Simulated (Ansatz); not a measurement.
Correlation energies of C3H5NO (`COCC#N`) by basis set

```xyz
10

C    -1.5074    0.2306   -0.0253
O    -0.1936    0.6884   -0.2289
C     0.7463   -0.2969    0.0753
C     2.0907    0.2224   -0.1509
N     3.1622    0.5994   -0.3185
H    -1.6750   -0.0537    1.0219
H    -2.1745    1.0517   -0.2828
H    -1.7351   -0.6318   -0.6657
H     0.6132   -1.1924   -0.5509
H     0.6732   -0.6176    1.1258
```

Charge 0, multiplicity 1. The geometry is a stationary point of PBE0-D4/def2-TZVP. It is one conformer, not always the lowest. Frozen core, restricted reference, Ansatz. CBS rows extrapolate triple and quadruple zeta; past MP2 they add the triple-zeta difference.

| basis | HF (Eh) | MP2 corr. | CCSD corr. | (T) | CCSD(T) total |
| --- | --- | --- | --- | --- | --- |
| def2-TZVPP | -245.89223 | -0.91302 | -0.93770 | -0.04093 | -246.87086 |
| def2-QZVPP | -245.90313 | -0.97590 | – | – | – |
| CBS(def2) | -245.90463 | -1.02249 | -1.04717 | as TZ | -246.99273 |
